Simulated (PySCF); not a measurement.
Isomers of C3HNS. Method used: PBE0-D3(BJ)/def2-SVP geometry optimisation, gas phase (PySCF). Energies are electronic, without zero-point or thermal terms, for one conformer each. No frequencies were run at this level. Point groups hold within 0.08 Å.

Question: Order them by energy at this level, lowest first, and give relative energies in kcal/mol.
A. ethynyl isothiocyanate, `S=C=NC#C`
B. `N#CC=C=S`

Answer: B (0.0), A (8.9).

As drawn, the lower has a C≡N group and a C=C bond outside aromatic rings, which the higher lacks; the higher has a C≡C bond and a C=N bond, which the lower lacks.

```tsv
SMILES	E (Eh)	E rel (kcal/mol)	dipole (D)	point group	A, B, C (MHz)
N#CC=C=S	-567.20401	0.0	3.96	Cs	24392, 1763, 1644
C#CN=C=S	-567.18978	8.9	1.43	C∞v	–, 1507, 1507
```

Q: How do the relative energies change in single points at PBE0/pcSseg-1 (no added dispersion term) on the same geometries?

A: 
| SMILES | PBE0-D3(BJ)/def2-SVP (kcal/mol) | PBE0/pcSseg-1 (kcal/mol) | shift |
| --- | --- | --- | --- |
| N#CC=C=S | 0.0 | 0.0 | 0.0 |
| C#CN=C=S | 8.9 | 11.7 | +2.8 |

Each column counts from its own lowest isomer. The order is unchanged; the largest shift is 2.8 kcal/mol.
